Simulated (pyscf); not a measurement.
**Substitution at C: Li• (SMILES [Li]) + CH₄ (SMILES C) -> Li–CH₃ (SMILES [Li][CH3]) + H• (SMILES [H])**

Gas phase, doublet surface, charge 0. Bonds broken: C2–H3. Bonds formed: Li1–C2. Structures and frequencies: ωB97X-D3(BJ)/def2-SVP in PySCF. MP2 and CC: frozen core, UHF for open shells. ΔMP2 is the change of the MP2 total energy from the triple- to the quadruple-zeta basis.

Transition state (Å):

```xyz
6

Li     1.1606     2.0260    -0.6038
C      0.2309     0.2377    -0.0416
H     -0.5575    -1.2794     0.4348
H     -0.8194     0.5421     0.0091
H      0.5011    -0.4213    -0.8729
H      0.7178     0.0281     0.9162
```

One imaginary mode, 1547i cm⁻¹; descent along it reached the two sides named.

| bond | change | reactant side (Å) | saddle | product side |
|---|---|---|---|---|
| C2–H3 | breaks | 1.100 | 1.775 | 3.5 |
| Li1–C2 | forms | 2.9 | 2.093 | 1.974 |

Electronic energies relative to the separated reactants (kJ/mol):

```json
[
 {"level": "ωB97X-D3(BJ)/def2-TZVP", "barrier": "288.2", "reaction energy": "+265.3", "reverse barrier": "22.9"},
 {"level": "PBE/def2-TZVP", "barrier": "240.9", "reaction energy": "+265.2", "reverse barrier": "-24.3"},
 {"level": "r²SCAN/def2-TZVP", "barrier": "251.9", "reaction energy": "+271.4", "reverse barrier": "-19.5"},
 {"level": "B3LYP-D3(BJ)/def2-TZVP", "barrier": "257.3", "reaction energy": "+270.2", "reverse barrier": "-12.9"},
 {"level": "PBE0-D3(BJ)/def2-TZVP", "barrier": "268.4", "reaction energy": "+272.0", "reverse barrier": "-3.6"},
 {"level": "M06-2X/def2-TZVP", "barrier": "271.4", "reaction energy": "+258.1", "reverse barrier": "13.3"},
 {"level": "ωB97M-D3(BJ)/def2-TZVP", "barrier": "270.6", "reaction energy": "+256.1", "reverse barrier": "14.5"},
 {"level": "HF/def2-TZVP", "barrier": "339.5", "reaction energy": "+288.6", "reverse barrier": "50.9"},
 {"level": "MP2/def2-QZVPP", "barrier": "336.7", "reaction energy": "+260.6", "reverse barrier": "76.0"},
 {"level": "CCSD/def2-TZVPP", "barrier": "295.7", "reaction energy": "+277.3", "reverse barrier": "18.4"},
 {"level": "CCSD(T)/def2-TZVPP", "barrier": "286.3", "reaction energy": "+272.5", "reverse barrier": "13.8"},
 {"level": "CCSD(T)/def2-TZVPP + ΔMP2(QZVPP)", "barrier": "283.2", "reaction energy": "+266.5", "reverse barrier": "16.7"}
]
```

With CCSD(T)/def2-TZVPP + ΔMP2(QZVPP) energies and thermal terms (ideal gas, 1 atm, RRHO with modes under 100 cm⁻¹ raised to 100, one conformer, R ln 2 for chiral ones without a mode under 150 cm⁻¹), in kJ/mol:

```
T (K)    ΔH‡    ΔG‡      ΔH      ΔG
-----  -----  -----  ------  ------
298    257.8  281.1  +238.5  +233.9
600    260.7  303.7  +243.4  +227.4
900    263.4  324.6  +247.5  +218.5
1200   265.0  344.8  +250.7  +208.3
```

At PBE, r²SCAN, B3LYP-D3(BJ), PBE0-D3(BJ) this geometry lies under the product side: in single points on another level's saddle the reverse barrier vanishes, and the forward threshold there is about the reaction energy. This is the saddle that the search found; another between the same sides may lie lower. The angle at the attacked C is 180°. The CCSD(T) − MP2 part came from Ansatz, without density fitting, on the same reference. An open-shell T1 diagnostic exceeds 0.045. A UHF reference is spin-contaminated (<S²> up to 1.16), which harms MP2 most. The frozen core leaves the outer d or s,p core shells of the metals and heavy elements correlated in the MP2 and CC values, and def2-TZVPP describes them poorly, which can shift differences by a few kcal/mol.
